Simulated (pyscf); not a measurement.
SiH₄ (SMILES [SiH4]) + SiH₃• (SMILES [SiH3]) → H₃Si–SiH₃ (SMILES [SiH3][SiH3]) + H• (SMILES [H]), a substitution at Si (doublet surface; H–Si broken, Si–Si formed). Single points on ωB97X-D3(BJ)/def2-SVP structures (PySCF, gas phase). MP2 and CC: frozen core, UHF for open shells. ΔMP2 is the change of the MP2 total energy from the triple- to the quadruple-zeta basis. Energies in kJ/mol from the separated reactants.

Small-basis levels: PySCF, no dispersion term, spherical d functions. AM1 to PM7: differences of heats of formation from MOPAC. Open shells are spin-unrestricted. 

```json
[
 {"level": "MP2/6-31G*", "barrier": "112.4", "reaction energy": "+49.8"},
 {"level": "SVWN5/6-31G*", "barrier": "24.9", "reaction energy": "+59.5"},
 {"level": "BP86/6-31G*", "barrier": "73.0", "reaction energy": "+83.7"},
 {"level": "PBE/6-31G*", "barrier": "61.6", "reaction energy": "+64.6"},
 {"level": "B3LYP/3-21G", "barrier": "105.3", "reaction energy": "+88.7"},
 {"level": "B3LYP/LANL2DZ", "barrier": "114.2", "reaction energy": "+95.7"},
 {"level": "B3LYP/6-311+G**", "barrier": "99.1", "reaction energy": "+91.4"},
 {"level": "B3LYP/def2-SVP", "barrier": "94.0", "reaction energy": "+87.1"},
 {"level": "AM1", "barrier": "138.2", "reaction energy": "+165.7"},
 {"level": "PM3", "barrier": "-2.2", "reaction energy": "+65.4"},
 {"level": "PM6", "barrier": "45.2", "reaction energy": "+64.5"},
 {"level": "PM7", "barrier": "165.7", "reaction energy": "+119.6"},
 {"level": "CCSD(T)/def2-TZVPP + ΔMP2(QZVPP)", "barrier": "97.1", "reaction energy": "+74.4"}
]
```

Against the last row the barrier runs from -99.3 (PM3) to +68.6 kJ/mol (PM7); B3LYP/6-311+G** happens to lie closest here (2.0 kJ/mol apart). At SVWN5/6-31G*, BP86/6-31G*, PBE/6-31G*, AM1, PM3, PM6 this geometry lies under one side, so the entry may be no barrier of that level: it is a single point on another level's saddle. CCSD(T)/def2-TZVPP + ΔMP2(QZVPP) has limits of its own. The same reactants have a lower exit, to SiH₃• + SiH₄ (barrier +38.3 kJ/mol at ωB97M-D3(BJ), against +91.0 kJ/mol here). One saddle was located; it need not be the lowest between these sides. The angle at the attacked Si is 180°. The CCSD(T) − MP2 part came from Ansatz, without density fitting, on the same reference.
